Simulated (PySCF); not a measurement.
Gas-phase reaction: C₆H₆ + 3 AlF₃ = Al(CH₃)₂F + 2 Al + 2 C₂F₄

Method: PySCF energies plus ideal-gas RRHO corrections (1 bar). † marks an energy on the PBE0/def2-TZVP geometry and frequencies; other levels use their own. MP2 freezes the core. Open shells (unrestricted): Al (multiplicity 2); the rest are closed-shell singlets. Spin-orbit splitting is ignored; it lowers the true energy and changes the entropy of Al. Al(CH₃)₂F: computed as isolated molecules; such fragments, hydroxides, amides, oligomers or adducts are transient or little studied in the gas. MP2 isn't extrapolated to the basis-set limit.

PBE/def2-TZVP† gives ΔH°(298 K) = 2171 kJ.

What do r2SCAN/def2-TZVP†, MP2/def2-TZVPP†, PBE0/def2-TZVP give?

r2SCAN/def2-TZVP†: 2312 kJ; MP2/def2-TZVPP†: 2490 kJ; PBE0/def2-TZVP: 2222 kJ. For scale, ΔH°(298 K) is 2171 kJ at this level, 2294 kJ at ωB97M-V/def2-TZVP†, and runs from 2029 to 2490 kJ over the 17 levels computed.
